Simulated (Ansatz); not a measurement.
Mulliken charges of C₂H₇Al (`C[CH2][AlH2]`) from PBE/def2-TZVPP in Ansatz (PBE0-D4/def2-TZVP geometry).

```json
{"atom": "C1", "x (Å)": "-0.939", "y (Å)": "0.315", "z (Å)": "-0.881", "charge (e)": "-0.239"}
{"atom": "C2", "x (Å)": "-0.218", "y (Å)": "-0.593", "z (Å)": "0.114", "charge (e)": "-0.276"}
{"atom": "Al3", "x (Å)": "1.379", "y (Å)": "0.135", "z (Å)": "0.982", "charge (e)": "0.366"}
{"atom": "H4", "x (Å)": "-1.819", "y (Å)": "-0.167", "z (Å)": "-1.319", "charge (e)": "0.078"}
{"atom": "H5", "x (Å)": "-0.286", "y (Å)": "0.607", "z (Å)": "-1.707", "charge (e)": "0.081"}
{"atom": "H6", "x (Å)": "-1.279", "y (Å)": "1.241", "z (Å)": "-0.410", "charge (e)": "0.080"}
{"atom": "H7", "x (Å)": "0.076", "y (Å)": "-1.534", "z (Å)": "-0.370", "charge (e)": "0.077"}
{"atom": "H8", "x (Å)": "-0.906", "y (Å)": "-0.910", "z (Å)": "0.911", "charge (e)": "0.077"}
{"atom": "H9", "x (Å)": "2.177", "y (Å)": "-0.748", "z (Å)": "2.039", "charge (e)": "-0.120"}
{"atom": "H10", "x (Å)": "1.898", "y (Å)": "1.602", "z (Å)": "0.645", "charge (e)": "-0.123"}
```

Task: By hand: the dipole of these point charges (1 e Å = 4.8032 D).

Result: Σ q r = (-0.037, -0.022, -0.018) e Å, of length 0.047 e Å = 0.23 D.

Task: How does the dipole of the full density compare? (Best estimate.)

Result: The calculation gave: (-0.140, -0.071, -0.073) e Å, 0.83 D; the point charges give 0.28 times that, at 4° from its direction.

Point charges leave out the atoms' own dipoles, such as those of lone pairs, and Mulliken's split depends on the basis, so the two needn't agree.
